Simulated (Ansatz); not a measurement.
Relaxation of BClH3N (6 atoms, charge 0, multiplicity 1), to a largest force component of 0.02 eV/Å in at most 40 steps.

Computed with RKS PBE0-D4/6-31G* in Ansatz.

```xyz
6
Properties=species:S:1:pos:R:3
B 0.000 0.000 0.000
Cl 0.000 0.000 1.860
H 1.030 0.000 -0.595
N -1.342 0.000 -0.775
H -2.011 -0.816 -0.676
H -1.591 0.816 -1.404
```

Where does it end, and by what steps?

The forces met the threshold. After 6 steps the energy has fallen by 1.469 eV; H6 moved furthest, 0.67 Å.

| step | energy less start (eV) | largest force component (eV/Å) | accepted |
| --- | --- | --- | --- |
| 0 | 0.0000 | 3.423 | yes |
| 1 | -0.7583 | 1.652 | yes |
| 2 | -1.2193 | 1.091 | yes |
| 3 | -1.3992 | 0.719 | yes |
| 4 | -1.4668 | 0.089 | yes |
| 5 | -1.4674 | 0.161 | yes |
| 6 | -1.4687 | 0.013 | yes |

```xyz
6
Properties=species:S:1:pos:R:3
B -0.073 0.055 -0.022
Cl -0.023 -0.436 1.682
H 0.933 0.426 -0.543
N -1.271 -0.001 -0.717
H -2.139 -0.311 -0.304
H -1.341 0.268 -1.686
```

The run took 11 s on 1 thread of Arm Neoverse V2 (shared host), peak memory 0.12 GiB.
